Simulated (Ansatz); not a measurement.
**C2H6N2: one species, many methods**

Aim: compute C2H6N2 with functionals from several rungs and with coupled cluster, and see how far each lands from CCSD(T) at the basis-set limit for the atomisation energy.

Method: functionals in def2-TZVPP, the program's frozen cores in correlated methods; program: Ansatz 0.2.0, Gaussian basis.

Levels to be run: LDA (SPW92), PBE-D4, revPBE-D4, BLYP-D4, r2SCAN-D4, B97M-V, PBE0-D4, B3LYP-D4, r2SCANh-D4, r2SCAN0-D4, HSE06-D4, BHLYP-D4, CAM-B3LYP-D4, LC-ωPBE, ωB97X-V, ωB97M-V, B2PLYP, PBE-QIDH; CCSD(T)/def2-SVP; CCSD(T)/def2-TZVPP; MP2/def2-QZVPP; extrapolation to the limit; RPA on PBE.

## (1) Structure used throughout

All runs share one geometry, relaxed beforehand with PBE0-D4 in a triple-zeta def2 set.

SMILES `N/C=C\N`, 10 atoms, charge 0, spin multiplicity 1.

Atoms are counted from 1 here; the program's logs count them from 0.

Bond lengths: N1–C2 1.404 Å, N1–H5 1.008 Å, N1–H6 1.013 Å, C2–C3 1.333 Å, C2–H7 1.082 Å, C3–N4 1.404 Å, C3–H8 1.082 Å, N4–H9 1.008 Å, N4–H10 1.013 Å. Angles: C2–N1–H5 113.2°, C2–N1–H6 112.3°, H5–N1–H6 109.5°, N1–C2–C3 122.4°, N1–C2–H7 117.2°, C3–C2–H7 120.3°, C2–C3–N4 122.3°, C2–C3–H8 120.3°, N4–C3–H8 117.3°, C3–N4–H9 113.2°, C3–N4–H10 112.3°, H9–N4–H10 109.5°.

## (2) LDA

This LDA is Slater exchange with PW92 correlation.

File in.yaml:

```yaml
crystal:
  periodic: [false, false, false]
  atoms:
    - {symbol: N, position_ang: [-0.341233, 0.948105, -1.130543]}
    - {symbol: C, position_ang: [-0.287208, -0.409394, -0.777456]}
    - {symbol: C, position_ang: [0.094889, -0.817037, 0.432816]}
    - {symbol: N, position_ang: [0.534673, 0.077397, 1.421794]}
    - {symbol: H, position_ang: [-0.419747, 1.096541, -2.123991]}
    - {symbol: H, position_ang: [0.449085, 1.470162, -0.771954]}
    - {symbol: H, position_ang: [-0.623111, -1.126129, -1.514673]}
    - {symbol: H, position_ang: [0.125371, -1.872038, 0.669666]}
    - {symbol: H, position_ang: [0.579301, -0.336906, 2.339096]}
    - {symbol: H, position_ang: [-0.028922, 0.918099, 1.458144]}
basis:
  gaussian: {orbitals: def2-TZVPP}
hamiltonian: {xc: lda}
output: {orbitals: {seedname: orbitals}}
```

Run with:

```console
ansatz run in.yaml --threads 2 --pin off --events-out ev --progress --plain --max-ram 4352MiB
```

The runs that follow: PBE-D4 (GGA); revPBE-D4 (GGA); BLYP-D4 (GGA); r2SCAN-D4 (meta-GGA); B97M-V (meta-GGA); B3LYP-D4 (hybrid); r2SCANh-D4 (hybrid); r2SCAN0-D4 (hybrid); HSE06-D4 (hybrid); BHLYP-D4 (hybrid); CAM-B3LYP-D4 (range-separated); LC-ωPBE (range-separated); ωB97X-V (range-separated); ωB97M-V (range-separated); B2PLYP (double hybrid); PBE-QIDH (double hybrid); CCSD(T) in def2-SVP; CCSD(T) in def2-TZVPP; MP2 in def2-QZVPP; RPA on PBE orbitals.

Before running them: what should the planned runs give, taken together? Wanted: atomisation energy, CCSD(T)/CBS; farthest beyond LDA; mean size of error, GGA; mean size of error, meta-GGA; mean size of error, hybrid; mean size of error, range-separated; mean size of error, double hybrid; gap, smallest and largest; T1 diagnostic.

**Answer**, as computed:

```
                               quantity                                  value
        atomisation energy, CCSD(T)/CBS                              39.298 eV
    functionals within 0.196 eV (0.5 %)    r2SCAN-D4, B97M-V, LC-ωPBE, ωB97X-V
                    farthest beyond LDA                     PBE-D4 (+1.395 eV)
                mean size of error, GGA                               0.741 eV
           mean size of error, meta-GGA                               0.025 eV
             mean size of error, hybrid                               0.561 eV
    mean size of error, range-separated                               0.224 eV
      mean size of error, double hybrid                               0.278 eV
              gap, smallest and largest  3.90 eV (BLYP-D4), 10.84 eV (LC-ωPBE)
                          T1 diagnostic                                 0.0114
triples share of the correlation energy                                  4.1 %
```

What this shows: LDA overbinds by 6.491 eV (17 %). PBE-D4 misses by +1.395 eV. Double hybrids carry the basis error of their MP2 part in triple zeta, and no dispersion term here, so their miss is partly the set-up's. Taken by rung, meta-GGA functionals do best (0.025 eV on average) and GGA ones worst beyond LDA (0.741 eV). Misses under about 0.196 eV are within the doubt on the reference itself, which lacks core-valence correlation, relativity and higher excitations. Hartree-Fock recovers 68 % of the binding; the rest is correlation. CCSD(T) in def2-SVP is off by -2.404 eV, worse than the median functional, from the basis alone. The gap grows from 3.9 to 10.8 eV across the functionals, mostly with the share of exact exchange.
